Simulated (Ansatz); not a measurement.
CF⁺, singlet: the ladder up to RCCSDT(Q)

Geometry: that of the CF⁺, triplet, kept fixed.

```yaml
atoms:
  - { symbol: C, position_ang: [0.0000, 0.0000, 0.0000] }
  - { symbol: F, position_ang: [0.0000, 0.0000, 1.2067] }
```

Basis cc-pVTZ; Ansatz 0.2.0. Only valence electrons are correlated (noble-gas cores frozen), which leaves 10 electrons in 58 orbitals. R marks a restricted (for open shells ROHF) determinant. Active spaces: valence = (10e, 8o) chosen from the atoms' valence shells.

Full CI isn't at hand for all of this; RCCSDT(Q) serves as the reference, and is uncertain by about the last step of the cluster series.

The UHF ⟨S²⟩ is 0.000 and the T1 diagnostic (RCCSD) is 0.0236. The largest doubles amplitude (RCCSD) is 0.101.

```tsv
level	E − E(RHF) (eV)
RMP2	-9.6357
RCCSD	-9.9369
RCCSD(T)	-10.3610
```

(1) Estimate how far RCCSDT(Q) in cc-pVTZ lies from RCCSD(T). The table doesn't fix it; the size of (T) and the diagnostics are the guide.

(1) RCCSDT(Q) in cc-pVTZ lies 0.77 kcal/mol below RCCSD(T), which is 8 % of the (T) step (-9.78 kcal/mol). T1 is raised, but (T) still catches most of what CCSD lacks.

The other levels:

| level | E − E(RCCSDT(Q)) (kcal/mol) | share of correlation (%) | wall time |
| --- | --- | --- | --- |
| CISD | 24.95 | 89.59 | 1.1 s |
| BCCD(T) | 0.49 | 99.79 | 0.54 s |
| RCCSDT | 0.52 | 99.78 | – |
| CASSCF (valence space) | 159.04 | 33.65 | – |
| NEVPT2 (valence space) | 31.83 | 86.72 | 1.6 s |
| MRCISD (valence space) | 11.63 | 95.15 | – |
| MRCISD+Q (valence space) | 4.41 | 98.16 | 2.8 s |

The correlation energy at RCCSDT(Q), counted from RHF, is -10.394 eV. That run took 17 s on 1 thread of Arm Neoverse V2, shared host.

Times hold each run's SCF and search for its determinant on a shared host, so for small cases they say little of a method's own cost; they ran on 1 thread of Arm Neoverse V2.

Natural occupations of CASSCF (valence space) about the gap: 1.999 1.994 1.976 1.969 1.969 0.034 0.034 0.026; effectively unpaired electrons, Σ n²(2−n)², 0.02.
